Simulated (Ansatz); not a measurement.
Reading a saddle point

A first-order saddle point of CH₄FO (charge -1), closed shell, PBE0-D4/def2-TZVPD, with one imaginary mode of 540i cm⁻¹:

```xyz
7
angstrom
F -0.9776 -1.0034 1.6141
C -0.2600 -0.1555 0.2663
O 0.4996 0.8354 -1.2989
H -1.2030 0.1862 -0.1184
H 0.1792 -1.0486 -0.1386
H 0.3134 0.4933 0.9023
H 1.4483 0.6926 -1.2268
```

Computed with Ansatz 0.2.0 (basis: def2-TZVPPD and def2-QZVPPD); correlated methods freeze the cores. Extrapolation: Hartree–Fock as exp(−7.88 √X), correlation as X^−2.97.

Which contacts change along the imaginary mode, and what lies on either side? (A judgement: the text doesn't fix the answer.)

By the calculation: The step is [CH₃F ([CH3][F]) + OH]⁻ → [CH₄O ([CH3][OH]) + F]⁻, with the molecules in contact on both sides. Shortening one way: C2–O3; lengthening the same way: F1–C2.
```csv
pair,one side (Å),saddle (Å),other side (Å)
C2–O3,2.68,2.00,1.37
F1–C2,1.42,1.75,3.08
```

Which side is lower, and how far does the saddle lie above each? (Judge from chemistry; the value comes from the calculation.)

Computed: The side with C2–O3 short is lower by 1.564 eV; the saddle lies 2.042 eV above it and 0.478 eV above the other (CCSD(T) at an estimated basis limit (MP2 extrapolated from triple and quadruple zeta, plus CCSD(T) − MP2 in triple zeta); electronic energies).

T1 diagnostic: at most 0.021.

Labels in which every atom is bracketed show which atoms are joined, not bond orders.

For scale, one of the runs: CCSD(T)/def2-TZVPPD, 185 basis functions, launched by `ansatz run in.yaml --threads 2 --pin off --events-out ev --progress --plain --max-ram 4352MiB`. Time: 87 s of wall clock on 2 CPU threads of an AMD EPYC 7R43; the host was shared. Peak host memory: 2 GiB.
